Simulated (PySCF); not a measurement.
CH3F, SMILES CF, point group C3v.

Force field and properties: B3LYP/pcJ-1 (PySCF, grid level 2). Vibrational terms come from second-order perturbation theory with semi-diagonal cubic constants, by steps of ±0.6 along the normal coordinates of each isotopologue. The parent has the commonest isotopes.

Equilibrium geometry (Å):

```tsv
atom	x	y	z
C1	-0.0570	0.0036	-0.0051
F2	1.3189	-0.0261	-0.1913
H3	-0.2731	-0.0741	1.0618
H4	-0.4482	0.9443	-0.3963
H5	-0.5060	-0.8363	-0.5379
```

An isotope shift is δ(isotopologue) − δ(parent), that is, the negative of the change in the averaged GIAO shielding; n counts bonds from the nearest label (0: the labelled atom itself). These are computed values; those of heavy atoms are rounded to 5 ppb, about the numerical noise. One-bond deuterium shifts of ¹³C at such levels come out too large, by a quarter to a half.

(1) What isotope shifts arise with ²H at 3?

(2) What isotope shifts arise with ¹³C at 1?

(3) What isotope shifts arise with ²H at 3, ²H at 4?

## Answers

(1) 
| nucleus | n | 0 K (ppb) | 250 K (ppb) |
| --- | --- | --- | --- |
| H3 | 0 | -118 | -115 |
| C1 | 1 | -355 | -355 |
| F2 | 2 | -725 | -725 |
| H4 | 2 | -20 | -21 |
| H5 | 2 | -20 | -21 |

(2) 
```
nucleus  n  0 K (ppb)  250 K (ppb)
     C1  0        -25          -25
     F2  1        -90          -90
     H3  1         -3           -3
     H4  1         -3           -2
     H5  1         -3           -2
```

(3) 
| nucleus | n | 0 K (ppb) | 250 K (ppb) |
| --- | --- | --- | --- |
| H3 | 0 | -140 | -139 |
| H4 | 0 | -140 | -138 |
| C1 | 1 | -705 | -710 |
| F2 | 2 | -1470 | -1475 |
| H5 | 2 | -39 | -40 |
